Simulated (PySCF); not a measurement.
BF: from constants to spectrum

RHF-CCSD(T) constants of BF, ¹Σ⁺ (singlet), closed shell (PySCF, no relativity, basis sets B def2-TZVPP, F def2-TZVPP; masses 11.0093 and 18.9984 u):

- ωe: 1395.6 cm⁻¹
- ωexe: 11.2 cm⁻¹
- Be: 1.493 cm⁻¹
- αe: 0.0181 cm⁻¹
- D (centrifugal): 6.84e-06 cm⁻¹
- De to B + F: 7.70 eV

**Question.** Estimate the standard entropy (1 bar) and heat capacity of the ideal gas at 1500 K, rigid rotor with B0 and harmonic oscillator at the fundamental.

**Answer.** Translation (Sackur–Tetrode, M = 30.01 u): 184.9 J/(mol K). Rotation: q = kT/(σB0) = 703 with σ = 1, 62.8. Vibration: x = hcν0/kT = 1.32, 6.60. S° = 254.3 J/(mol K); Cp = 7R/2 + 7.21 = 36.3 J/(mol K).

Correlated steps freeze 2 core orbitals. Where the molecule has an RHF reference, its open-shell atoms are computed with UHF.
